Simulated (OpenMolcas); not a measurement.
**CH2ClF (chlorofluoromethane) at 6 levels**

Aim: a comparison of 6 runs (HF/STO-3G, HF/aug-cc-pVDZ, B2PLYP/aug-cc-pVDZ, M06-2X/aug-cc-pVDZ, TPSS/aug-cc-pVDZ, revPBE/aug-cc-pVDZ) of CH2ClF (chlorofluoromethane). 

Program for the calculation: OpenMolcas 26.06.

### Step 1. The structure to begin with

CH2ClF: 5 atoms, total charge 0, spin state singlet. As SMILES, `FCCl`. The coordinates come from a PBE0-D4/def2-TZVP relaxation.

Bond lengths: F1–C2 1.355 Å, C2–Cl3 1.766 Å, C2–H4 1.089 Å, C2–H5 1.089 Å. Angles: F1–C2–Cl3 110.5°, F1–C2–H4 109.3°, F1–C2–H5 109.3°, Cl3–C2–H4 107.8°, Cl3–C2–H5 107.8°, H4–C2–H5 112.3°.

### Step 2. Energy and gradient at HF/STO-3G (run 1)

The input, job.input:

```
&GATEWAY
BasLib=$CurrDir
Coord
5
angstrom
F       -0.970450       0.560520       0.766500
C        0.083560       0.089320       0.058070
Cl      -0.422970      -1.232890      -0.998060
H        0.832130      -0.302600       0.745580
H        0.477720       0.885670      -0.572080
Basis=STO-3G
Group=NoSym
&SEWARD
&SCF
Thresholds=1e-10 1e-07 1e-07 1e-05
PrOrbitals=1
&ALASKA
```

The basis set STO-3G is read from a file made from the Basis Set Exchange's data (not shown).

The run is started by

```
export MOLCAS_MEM=1860
pymolcas job.input > job.log
```

Log:

```text
--- Start Module: gateway ---
[...]
--- Stop Module: gateway /rc=_RC_ALL_IS_WELL_ ---
[...]
      Basis functions           21
[...]
--- Start Module: scf ---
[...]
       Convergence after  10 Iterations
[...]
::    Total SCF energy                               -591.1693106490
[...]
      Total spin, S                                     0.0000000000
[...]
      Total electronic charge=   34.000000
      Total            charge=   -0.000000
[...]
      Dipole Moment (debye):
      Origin of the operator (angstrom)=   -0.4546   -0.4531   -0.2864
                   X=  1.4518E+00               Y=  1.2883E+00               Z=  7.7129E-01           Total=  2.0887E+00
      Quadrupole Moment (debye*angstrom):
[...]
--- Stop Module: scf /rc=_RC_ALL_IS_WELL_ ---
--- Start Module: alaska ---
[...]
 *              Molecular gradients               *
 **************************************************
  Irreducible representation: a
 ------------------------------------------------------------------------------------------
                              X                       Y                       Z
 ------------------------------------------------------------------------------------------
  F1                1.94204513986822E-02   -8.26678769973821E-03   -1.26780304967316E-02
  C2               -6.04567902782804E-03   -1.84312419411774E-02   -1.49980411321246E-02
  CL3               9.55708852848258E-03    2.97715488752814E-02    2.42777018523537E-02
  H4               -1.24751441884210E-02    1.84781463757666E-03   -2.05368094389602E-03
  H5               -1.04567167109320E-02   -4.92133387196025E-03    5.45205072041988E-03
 ------------------------------------------------------------------------------------------
--- Stop Module: alaska /rc=_RC_ALL_IS_WELL_ ---
[...]
```

Run time: 1.9 s. Hardware: 1 thread of Arm Neoverse V1, shared host; peak memory 0.37 GiB.

### Step 3. Energy and forces at HF/aug-cc-pVDZ (run 2)

The input, input.xyz:

```xyz
5

F     -0.970450     0.560520     0.766500
C      0.083560     0.089320     0.058070
Cl    -0.422970    -1.232890    -0.998060
H      0.832130    -0.302600     0.745580
H      0.477720     0.885670    -0.572080
```

The input, calc.inp:

```
* CH2ClF Hartree-Fock
>>> EXPORT MOLCAS_PRINT=2

&GATEWAY
 BasLib = $CurrDir
 Coord = input.xyz
 Basis = aug-cc-pVDZ
 Group = NoSym

&SEWARD

&SCF
 Thresholds = 1e-10 1e-07 1e-07 1e-05
 PrOrbitals = 1 2

&ALASKA
```

The basis set aug-cc-pVDZ is read from a file made from the Basis Set Exchange's data (not shown).

The run is started by

```
export MOLCAS_MEM=1860
pymolcas calc.inp > calc.log
```

Log:

```text
--- Start Module: gateway ---
[...]
--- Stop Module: gateway /rc=_RC_ALL_IS_WELL_ ---
[...]
      Basis functions           91
[...]
--- Start Module: scf ---
[...]
       Convergence after  13 Iterations
[...]
::    Total SCF energy                               -597.9828664170
[...]
      Total spin, S                                     0.0000000000
[...]
      Total electronic charge=   34.000000
      Total            charge=   -0.000000
[...]
      Dipole Moment (debye):
      Origin of the operator (angstrom)=   -0.4546   -0.4531   -0.2864
                   X=  1.9113E+00               Y=  7.1826E-01               Z=  1.3365E-01           Total=  2.0462E+00
      Quadrupole Moment (debye*angstrom):
[...]
--- Stop Module: scf /rc=_RC_ALL_IS_WELL_ ---
[...]
--- Start Module: alaska ---
[...]
 *              Molecular gradients               *
 **************************************************
  Irreducible representation: a
 ------------------------------------------------------------------------------------------
                              X                       Y                       Z
 ------------------------------------------------------------------------------------------
  F1               -3.55288271774867E-03    2.72325963883180E-03    3.41198406390397E-03
  C2               -5.56076605834477E-03   -6.06965042337793E-03   -3.98036228072041E-03
  CL3               2.60920056241098E-03    2.64458000276591E-03    1.68329327425987E-03
  H4                3.99782358022316E-03   -2.14840289988660E-03    2.21421461920124E-03
  H5                2.50662463344375E-03    2.85021368163152E-03   -3.32912967667287E-03
 ------------------------------------------------------------------------------------------
--- Stop Module: alaska /rc=_RC_ALL_IS_WELL_ ---
[...]
```

Run time: 9.3 s. Hardware: 1 thread of Arm Neoverse V1, shared host; peak memory 0.5 GiB.

### Step 4. The energy at B2PLYP/aug-cc-pVDZ (run 3)

The input, mol.inp:

```
* CH2ClF Kohn-Sham DFT

&GATEWAY
  BasLib=$CurrDir
  Coord
  5
  bohr
  F     -1.83388472     1.05922929     1.44847507
  C      0.15790551     0.16879034     0.10973640
  Cl    -0.79929746    -2.32982444    -1.88606006
  H      1.57249780    -0.57183113     1.40894200
  H      0.90275996     1.67367374    -1.08107452
  Basis=aug-cc-pVDZ
  Group=NoSym

&SEWARD
  GridInput
  Grid=UltraFine
  End of Grid

&SCF
  KSDFT=B2PLYP_SCF
  Thresholds=1e-10 1e-07 1e-07 1e-05
  PrOrbitals=1 1

&MBPT2
  Frozen=7
```

The basis set aug-cc-pVDZ is read from a file made from the Basis Set Exchange's data (not shown).

The run is started by

```
export MOLCAS_MEM=1860
pymolcas mol.inp > mol.log
```

Log:

```text
--- Start Module: gateway ---
[...]
--- Stop Module: gateway /rc=_RC_ALL_IS_WELL_ ---
[...]
      Basis functions           91
[...]
--- Start Module: scf ---
[...]
       Convergence after  12 Iterations
[...]
::    Total KS-DFT energy                            -598.9497666827
[...]
      Total spin, S                                     0.0000000000
[...]
      Total electronic charge=   34.000000
      Total            charge=   -0.000000
[...]
      Dipole Moment (debye):
      Origin of the operator (angstrom)=   -0.4546   -0.4531   -0.2864
                   X=  1.7988E+00               Y=  6.7669E-01               Z=  1.2642E-01           Total=  1.9260E+00
      Quadrupole Moment (debye*angstrom):
[...]
--- Stop Module: scf /rc=_RC_ALL_IS_WELL_ ---
[...]
--- Start Module: mbpt2 ---
[...]
 ###    WARNING: MP2 implementation intended for RHF references only         ###
 ###############################################################################
MBPT2 WARNING: Reference function according to RunFile:KS-DFT
I'll assume you know what you're doing and continue
WARNING!
Default frozen orbitals as non valence orbitals is overwritten by user input.
Default values:   7
[...]
       Reference weight ( Cref**2 )         =        0.81327
::    Total MBPT2 energy                             -599.5533518631
[...]
      Total MBPT2 calculations                           0.27      0.31
--- Stop Module: mbpt2 /rc=_RC_ALL_IS_WELL_ ---
[...]
```

Wall time 23 s (1 thread of Arm Neoverse V1, shared host); peak memory 0.5 GiB.

Runs 4 to 5 aren't shown in full; the table further down has their settings and results.

### Step 5. Energy and gradient at revPBE/aug-cc-pVDZ (run 6)

The input, calc.input:

```
* CH2ClF Kohn-Sham DFT

&GATEWAY
 BasLib = $CurrDir
 Coord
 5
 bohr
 F     -1.83388472     1.05922929     1.44847507
 C      0.15790551     0.16879034     0.10973640
 Cl    -0.79929746    -2.32982444    -1.88606006
 H      1.57249780    -0.57183113     1.40894200
 H      0.90275996     1.67367374    -1.08107452
 Basis = aug-cc-pVDZ
 Group = NoSym

&SEWARD
 GridInput
 Grid=UltraFine
 End of Grid

&SCF
 KSDFT = revPBE
 Thresholds = 1e-10 1e-07 1e-07 1e-05
 PrOrbitals = 1 1

&ALASKA
```

The basis set aug-cc-pVDZ is read from a file made from the Basis Set Exchange's data (not shown).

The run is started by

```
export MOLCAS_MEM=1860
pymolcas calc.input > calc.log
```

Log:

```text
--- Start Module: gateway ---
[...]
--- Stop Module: gateway /rc=_RC_ALL_IS_WELL_ ---
[...]
      Basis functions           91
[...]
--- Start Module: scf ---
[...]
       Convergence after  13 Iterations
[...]
::    Total KS-DFT energy                            -599.2389758749
[...]
      Total spin, S                                     0.0000000000
[...]
      Total electronic charge=   34.000000
      Total            charge=   -0.000000
[...]
      Dipole Moment (debye):
      Origin of the operator (angstrom)=   -0.4546   -0.4531   -0.2864
                   X=  1.5760E+00               Y=  6.7323E-01               Z=  1.8321E-01           Total=  1.7236E+00
      Quadrupole Moment (debye*angstrom):
[...]
--- Stop Module: scf /rc=_RC_ALL_IS_WELL_ ---
[...]
--- Start Module: alaska ---
[...]
 *              Molecular gradients               *
 **************************************************
  Irreducible representation: a
 ------------------------------------------------------------------------------------------
                              X                       Y                       Z
 ------------------------------------------------------------------------------------------
  F1                2.02473781167960E-02   -9.80563625802588E-03   -1.42883097316666E-02
  C2               -1.32513132885004E-02    8.53220309784408E-04    4.33154503099775E-03
  CL3               4.41559731653962E-03    1.30403393242204E-02    1.05723143679715E-02
  H4               -7.44820618918141E-03    3.79849413462985E-03   -6.78620641196703E-03
  H5               -3.96345595566139E-03   -7.88641751062613E-03    6.17065674468087E-03
 ------------------------------------------------------------------------------------------
--- Stop Module: alaska /rc=_RC_ALL_IS_WELL_ ---
[...]
```

It took 29 s on 1 thread of Arm Neoverse V1, shared host; peak memory 0.5 GiB.

### Step 6. The series

| run | level | task | frozen core orbitals | energy (Eh) | dipole moment (D) | HOMO energy (eV) | LUMO energy (eV) | wall time |
| --- | --- | --- | --- | --- | --- | --- | --- | --- |
| 1 | HF/STO-3G | gradient | – | -591.169311 | 2.09 | -10.63 | 9.94 | 1.9 s |
| 2 | HF/aug-cc-pVDZ | gradient | – | -597.982866 | 2.05 | -12.37 | 0.94 | 9.3 s |
| 3 | B2PLYP/aug-cc-pVDZ | energy | 7 | -599.112735 | 1.93 | -10.20 | 0.27 | 23 s |
| 4 | M06-2X/aug-cc-pVDZ | gradient | – | -599.294443 | 1.87 | -10.24 | -0.13 | 40 s |
| 5 | TPSS/aug-cc-pVDZ | gradient | – | -599.402973 | 1.78 | -7.55 | -0.63 | 41 s |
| 6 | revPBE/aug-cc-pVDZ | gradient | – | -599.238976 | 1.72 | -7.39 | -0.80 | 29 s |

### Step 7. Summary of results

```
                       quantity          value
            run 6: total energy  -599.23898 Eh
           run 6: dipole moment         1.72 D
             run 6: HOMO energy       -7.39 eV
             run 6: LUMO energy       -0.80 eV
           run 6: HOMO–LUMO gap        6.59 eV
run 6: largest force on an atom     1.370 eV/Å
```

The dipole moment (its size) runs from 1.72 D (revPBE/aug-cc-pVDZ) to 2.09 D (HF/STO-3G). The two ends differ in method and basis. The HOMO–LUMO gap runs from 6.59 eV (revPBE/aug-cc-pVDZ) to 20.57 eV (HF/STO-3G). For B2PLYP the log adds the whole second-order term; the table takes 0.27 of it, as the functional is defined. Totals of different functionals can't be ranked against each other. In run 1 the basis is minimal, so the values are rough. All runs together took 2.4 min, the longest 41 s.
